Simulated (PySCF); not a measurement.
**Chlorine: highly charged ions in a basis for the neutral atom**

Cl⁸⁺ [He] 2s2 2p5, Cl⁹⁺ [He] 2s2 2p4. All numbers are calculated (PySCF 2.14, no relativity, point nucleus, in cc-pV(T+d)Z (5s4p3d1f, 39 functions)). No spin-orbit coupling, so a gap to NIST mixes the basis error with missing relativistic terms.

Changed run: basis of the neutral atom used for a highly charged ion. This setting is unsound on purpose.

```tsv
species	method	sound run (hartree)	changed run (hartree)	converged
Cl⁸⁺	UHF	not run	-431.96655	yes
Cl⁸⁺	BP86	not run	-432.33649	yes
Cl⁸⁺	PBE0	not run	-432.16245	yes
Cl⁹⁺	UHF	not run	-417.20860	yes
Cl⁹⁺	BP86	not run	-417.51102	yes
Cl⁹⁺	PBE0	not run	-417.34615	yes
```

Ionisation energy of Cl⁸⁺:

```json
{"method": "UHF", "changed run (eV)": "401.58", "NIST (eV)": "400.85"}
{"method": "BP86", "changed run (eV)": "403.42", "NIST (eV)": "400.85"}
{"method": "PBE0", "changed run (eV)": "403.17", "NIST (eV)": "400.85"}
```

The contracted functions were made for the neutral atom and can be too rigid for a highly charged ion.
